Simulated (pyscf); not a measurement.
Thermochemistry of product channels of `[OH][Sn][OH]` [singlet] + `[H]` [doublet] on the doublet surface, in eV, from ωB97M-D3(BJ)/def2-TZVP energies (ideal gas, 1 atm, RRHO with modes under 100 cm⁻¹ raised to 100, one conformer, R ln 2 for chiral ones without a mode under 150 cm⁻¹). Structures and frequencies: ωB97X-D3(BJ)/def2-SVP in PySCF.

| products | ΔE | ΔH(298 K) | ΔG(600 K) | ΔG(1200 K) |
|---|---|---|---|---|
| `[OH]` [doublet] + `[O]=[SnH2]` | +3.70 | +3.62 | +3.45 | +3.35 |
| `[OH]` [doublet] + `[OH][SnH]` [singlet] | +1.35 | +1.38 | +1.18 | +1.04 |
| `[O]` [triplet] + `[OH][SnH2]` [doublet] | +4.27 | +4.24 | +4.05 | +3.89 |
| `[O]=[Sn][OH]` [doublet] + `[H][H]` | +0.59 | +0.57 | +0.44 | +0.35 |
| `[OH2]` + `[O]=[SnH]` [doublet] | +1.03 | +1.09 | +0.81 | +0.63 |
| `[OH][SnH][OH]` [doublet] | -1.07 | -0.95 | -0.41 | +0.15 |

The channel to HO–SnH•–OH turns unfavourable between 298 and 1200 K (ΔG from -0.68 eV to +0.15 eV).

These are energies of the channels, which say nothing of barriers. Left out: orbital degeneracy and the spin-orbit lowering of OH, O. Elements past Kr carry the def2 core potentials, without spin-orbit coupling.
